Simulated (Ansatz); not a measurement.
Litharge PbO

Computed with PBEsol in Ansatz (PAW).

Cell: relaxed at this level.

For litharge PbO, the interlayer binding energy is 10.3 meV/Å² and the layer repeat distance is 5.087 Å. The gap between the layers is 2.718 Å.

Note: the cell comes from a level without a dispersion term, which matters for the spacing of layers, chains or molecules; the cell has widely spaced layers and the level no dispersion term, so their spacing and the moduli can rest on weak binding.

Spin–orbit coupling is not included; it can shift volumes and moduli of such heavy elements.

The computed numbers hold no vibrational or temperature effects.

It cost about 2.6 core-minutes (a rough figure) of CPU time.

Ansatz is a first-principles code.
